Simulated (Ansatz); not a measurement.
# Ge, diamond: how the functional moves the structure

All rows: Ansatz, plane waves with scalar-relativistic PAW, 420 eV (500 eV for the SCAN forms), relaxed under each functional, no dispersion correction, no zero-point motion. B₀ comes from uniform scaling at fixed shape; a dash is a value not given.

The measured cell (COD entry 9008567) has a = 5.657 Å, 22.63 Å³/atom.

```json
{"functional": "PBE", "V (Å³/atom)": "24.04", "cell": "a = 5.772 Å", "B₀ (GPa)": "59", "magnetic state": "spin not included"}
{"functional": "r²SCAN", "V (Å³/atom)": "22.81", "cell": "a = 5.672 Å", "B₀ (GPa)": "71", "magnetic state": "spin not included"}
{"functional": "PBEsol", "V (Å³/atom)": "22.97", "cell": "a = 5.686 Å", "B₀ (GPa)": "67", "magnetic state": "spin not included"}
{"functional": "LDA", "V (Å³/atom)": "22.30", "cell": "a = 5.630 Å", "B₀ (GPa)": "72", "magnetic state": "spin not included"}
{"functional": "revPBE", "V (Å³/atom)": "24.53", "cell": "a = 5.811 Å", "B₀ (GPa)": "55", "magnetic state": "spin not included"}
{"functional": "RPBE", "V (Å³/atom)": "24.72", "cell": "a = 5.826 Å", "B₀ (GPa)": "54", "magnetic state": "spin not included"}
{"functional": "BLYP", "V (Å³/atom)": "25.59", "cell": "a = 5.894 Å", "B₀ (GPa)": "46", "magnetic state": "spin not included"}
```

LDA gives the smallest volume and BLYP the largest.
